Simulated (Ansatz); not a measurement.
`[SiH3]O[SiH3]` + `[OH]`• → `[SiH2]O[SiH3]`• + H₂O  (hydrogen abstraction from the Si–H bond)

Computed with Ansatz on PBE0-D4/def2-TZVP structures; ΔE is electronic, products minus reactants. CCSD(T)/CBS adds triple-zeta CCSD(T) − MP2 to the extrapolated MP2 energy (def2 sets, frozen cores). This one scheme is used for every species. Functionals use def2-TZVPP. No spin–orbit coupling; open shells (•) take unrestricted orbitals.

```csv
level,ΔE (kJ/mol)
LDA (SPW92),-173.3
PBE-D4,-136.5
CAM-B3LYP-D4,-109.8
r2SCAN,-116.9
MP2/def2-TZVPP,-132.7
CCSD/def2-TZVPP,-101.1
HF/def2-QZVPP,-38.4
SCS-MP2/def2-QZVPP,-118.5
```

Problem. What does CCSD(T)/CBS give? (Estimate.)

Solution. Computed: -116.2 kJ/mol. The listed levels differ from it by -57.1, -20.3, 6.4, -0.7, -16.5, 15.1, 77.8, -2.3 kJ/mol.

Largest T1 diagnostic among the species: 0.014.

From BLYP to BHLYP (50 % exact exchange), in def2-TZVPP and without D4, ΔE moves by +35.6 kJ/mol. At CCSD(T), def2-SVP lies +23.7 kJ/mol from the extrapolated value and def2-TZVPP +8.2 kJ/mol. Leaving LDA and LC-ωPBE aside and taking each functional with its dispersion term where it has one, the values, not all of them listed here, spread over 50.6 kJ/mol, from PBE-D4 to BHLYP-D4. LDA lies −36.6 kJ/mol from PBE without D4.
